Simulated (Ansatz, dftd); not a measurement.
Reaction: CH4N (SMILES [CH2]N, doublet) → CH4N- (SMILES [CH2-]N) (an electron is taken up)
Each species at its own B3LYP-D3(BJ)/def2-TZVP minimum (Ansatz, a first-principles code).

Quantity: adiabatic electron affinity (electronic), positive where energy is released, in eV. Radicals and triplets start from unrestricted determinants; spin-orbit coupling is neglected. Correlated methods leave the cores frozen. Rows without X2C or -DK are non-relativistic. CBS(X,Y): correlation extrapolated as X^-3, Hartree-Fock from the larger set. A bracket is a step between two methods taken in the basis named. The functionals are non-relativistic, so their misses hold any scalar relativity. '+ core + X2C': CCSD(T) terms for core correlation (cc-pwCVTZ) and scalar relativity (cc-pVTZ-DK). def2-TZVPD holds few diffuse functions, which lowers the functionals' binding of the extra electron.

```
level                                                                                        program  adiabatic electron affinity (eV)  difference against the last row
------------------------------------------------------------------------------------  --------------  --------------------------------  -------------------------------
HF/aug-cc-pVTZ                                                                                Ansatz                             -1.99                            -1.42
PBE0/def2-TZVPD                                                                               Ansatz                             -0.88                            -0.31
CAM-B3LYP-D4/def2-TZVPD                                                               Ansatz + dftd4                             -0.76                            -0.19
CAM-B3LYP/def2-TZVPD                                                                          Ansatz                             -0.77                            -0.20
wB97X-V/def2-TZVPD                                                                            Ansatz                             -0.78                            -0.21
CCSD/aug-cc-pVDZ                                                                              Ansatz                             -0.71                            -0.14
CCSD(T)/CBS(aug-cc-pVTZ,aug-cc-pVQZ) + core + X2C                                             Ansatz                             -0.57                             0.00
CCSDT(Q)/aug-cc-pVDZ                                                                          Ansatz                             -0.60                            -0.03
CCSD(T)/CBS(aug-cc-pVTZ,aug-cc-pVQZ) + [CCSDT(Q) - CCSD(T)]/aug-cc-pVDZ + core + X2C          Ansatz                             -0.57                             0.00
```
